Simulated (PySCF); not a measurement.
## Aluminium: a sound run and one with changed settings

Sound run: Al [Ne] 3s2 3p1, Al⁺ [Ne] 3s2. Calculation: PySCF 2.14, in cc-pVDZ-DK (4s3p1d, 18 functions); the spin-free X2C one-electron Hamiltonian (Gaussian nucleus). In the sound run the correlated levels freeze [Ne]. The sound run starts from symmetry-adapted Hartree-Fock orbitals and uses a fine grid where one is needed.

Changed run: all electrons correlated in a basis built for the valence shell.

```tsv
species	method	sound run (hartree)	changed run (hartree)	converged
Al	MP2	-242.33898	-242.34333	yes
Al	CCSD(T)	-242.35612	-242.36035	yes
Al⁺	MP2	-242.12858	-242.13300	yes
Al⁺	CCSD(T)	-242.14201	-242.14636	yes
```

Ionisation energy of Al:

```
 method  sound run (eV)  changed run (eV)
    UHF           5.574             5.574
    MP2           5.725             5.723
SCS-MP2           5.706             5.703
   CCSD           5.808             5.805
CCSD(T)           5.826             5.823
```

A valence basis has no tight correlating functions, so it recovers only part of the core correlation, and not evenly between atom and ion.

For comparison, NIST gives 5.986 eV between the lowest levels.
